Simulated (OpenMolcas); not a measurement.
How basis sets differ on [BH2F2]− (SMILES F[BH2-]F)

[BH2F2]− has 5 atoms, charge -1, and is taken as a singlet. SMILES: `F[BH2-]F`. The coordinates come from a GFN2-xTB relaxation.

Quantity: the HOMO–LUMO gap, in eV. The values are calculated.

```csv
level,kind,program,value (eV),CPU time
HF/STO-3G,Hartree–Fock,OpenMolcas,27.36,1.9 s
HF/3-21G,Hartree–Fock,OpenMolcas,19.78,2 s
HF/def2-SVP,Hartree–Fock,OpenMolcas,17.74,2.8 s
HF/def2-SVPD,Hartree–Fock,OpenMolcas,11.84,6.5 s
```

Sets without diffuse functions describe the anion poorly. The values span 11.84 to 27.36 eV. A Hartree–Fock LUMO above zero doesn't converge with the basis: it sinks as sets grow more diffuse. Orbital gaps aren't excitation energies. CPU times are rough (shared hosts, several kinds of processor): they show what a rung costs within a factor of a few.
